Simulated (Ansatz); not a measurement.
**C2H2F4: one species, many methods**

The task here is to estimate one member of a computed series from the others.

Computed with Ansatz 0.2.0, Gaussian basis. Level: functionals in def2-TZVPP, the program's frozen cores in correlated methods.

Levels to be run: LDA (SPW92), PBE-D4, revPBE-D4, BLYP-D4, r2SCAN-D4, B97M-V, PBE0-D4, B3LYP-D4, r2SCANh-D4, r2SCAN0-D4, HSE06-D4, BHLYP-D4, CAM-B3LYP-D4, LC-ωPBE, ωB97X-V, ωB97M-V, B2PLYP, PBE-QIDH; CCSD(T)/def2-SVP; CCSD(T)/def2-TZVPP; MP2/def2-QZVPP; extrapolation to the limit; RPA on PBE.

## Structure used throughout

All runs share one geometry, relaxed beforehand with PBE0-D4 in a triple-zeta def2 set.

SMILES `FC(F)C(F)F`, 8 atoms, charge 0, spin multiplicity 1.

Atoms are counted from 1 here; the program's logs count them from 0.

Bond lengths: F1–C2 1.350 Å, C2–F3 1.343 Å, C2–C4 1.524 Å, C2–H7 1.095 Å, C4–F5 1.350 Å, C4–F6 1.343 Å, C4–H8 1.095 Å. Angles: F1–C2–F3 108.7°, F1–C2–C4 108.6°, F1–C2–H7 109.1°, F3–C2–C4 110.2°, F3–C2–H7 109.1°, C4–C2–H7 111.1°, C2–C4–F5 108.6°, C2–C4–F6 110.2°, C2–C4–H8 111.1°, F5–C4–F6 108.7°, F5–C4–H8 109.1°, F6–C4–H8 109.1°.

As a file:

```
F    -1.3465   -1.0460    0.3768
C    -0.5196    0.0088    0.5419
F    -1.2237    1.1387    0.3656
C     0.5971   -0.0835   -0.4916
F     1.5067    0.8793   -0.2289
F     0.1056    0.1147   -1.7256
H    -0.1160   -0.0075    1.5598
H     1.0884   -1.0614   -0.4537
```

The first run:

The input, in.yaml:

```yaml
crystal:
  periodic: [false, false, false]
  atoms:
    - {symbol: F, position_ang: [-1.346460, -1.046006, 0.376792]}
    - {symbol: C, position_ang: [-0.519649, 0.008767, 0.541917]}
    - {symbol: F, position_ang: [-1.223722, 1.138661, 0.365643]}
    - {symbol: C, position_ang: [0.597080, -0.083463, -0.491637]}
    - {symbol: F, position_ang: [1.506717, 0.879307, -0.228877]}
    - {symbol: F, position_ang: [0.105604, 0.114679, -1.725595]}
    - {symbol: H, position_ang: [-0.115979, -0.007497, 1.559796]}
    - {symbol: H, position_ang: [1.088406, -1.061449, -0.453739]}
basis:
  gaussian: {orbitals: def2-TZVPP}
hamiltonian: {xc: lda}
output: {orbitals: {seedname: orbitals}}
```

Launch:

```sh
$ ansatz run in.yaml --threads 4 --pin off --events-out ev --progress --plain --max-ram 10444MiB
```

Steps of the session up to this table: LDA; PBE-D4 (GGA); revPBE-D4 (GGA); BLYP-D4 (GGA); r2SCAN-D4 (meta-GGA); B97M-V (meta-GGA); B3LYP-D4 (hybrid); r2SCANh-D4 (hybrid); r2SCAN0-D4 (hybrid); HSE06-D4 (hybrid); BHLYP-D4 (hybrid); CAM-B3LYP-D4 (range-separated); LC-ωPBE (range-separated); ωB97X-V (range-separated); ωB97M-V (range-separated); B2PLYP (double hybrid); PBE-QIDH (double hybrid).

One of the session's tables, all rows but one given; the rest of the session is left out.

It belongs to the step «Orbital energies across the functionals». 

| functional | HOMO (eV) | LUMO (eV) | gap (eV) |
| --- | --- | --- | --- |
| LDA (SPW92) | -8.24 | 0.13 | 8.38 |
| PBE-D4 | -8.06 | 0.40 | 8.47 |
| revPBE-D4 | -7.98 | 0.51 | 8.49 |
| BLYP-D4 | ? | ? | ? |
| r2SCAN-D4 | -8.47 | 0.96 | 9.43 |
| B97M-V | -8.64 | 0.72 | 9.36 |
| PBE0-D4 | -9.88 | 1.38 | 11.26 |
| B3LYP-D4 | -9.69 | 0.99 | 10.67 |
| r2SCANh-D4 | -9.14 | 1.35 | 10.49 |
| r2SCAN0-D4 | -10.16 | 1.85 | 12.01 |
| HSE06-D4 | -9.46 | 1.01 | 10.47 |
| BHLYP-D4 | -11.72 | 2.02 | 13.74 |
| CAM-B3LYP-D4 | -11.47 | 2.17 | 13.64 |
| LC-ωPBE | -12.70 | 3.54 | 16.24 |
| ωB97X-V | -12.39 | 3.39 | 15.78 |
| ωB97M-V | -12.31 | 2.95 | 15.26 |

**Question.** Estimate the row for BLYP-D4.

Worked estimate for «HOMO (eV)». Against the share of exact exchange, B3LYP-D4 (0.2, -9.69), BHLYP-D4 (0.5, -11.72) give a slope of -6.77 per unit share; at 0 the line stands at -8.34.

**Answer.** HOMO (eV): -8.06; LUMO (eV): 0.39; gap (eV): 8.46. In «HOMO (eV)» the line misses by -0.28.
